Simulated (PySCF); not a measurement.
disilane cation (H₆Si₂), SMILES [SiH3][SiH3] (connectivity only; charge and spin as stated), charge +1, multiplicity 2.

Coordinates come from a B3LYP-D3(BJ)/def2-TZVP optimisation. The multiplicity is an assumed one; other spin states were not compared.

Method: B3LYP/def2-TZVPD run with PySCF.

The molecule is in vacuum.

Question: Estimate the frontier levels, dipole moment and polarisability. (An estimate is asked for; the answer gives what the named calculation found.)

Answer: 
```yaml
"α spin, highest occupied and lowest empty level": -13.40 and -6.64 eV
"β spin, highest occupied and lowest empty level": -15.44 and -10.59 eV
dipole_moment_about_the_centre_of_nuclear_charge: 0.00 D
mean_static_polarisability: 55.8 bohr³ (8.28 Å³)
polarisability_principal_values: 48.3, 48.3, 70.8 bohr³
"⟨S²⟩": 0.752 (pure state 0.75)
```
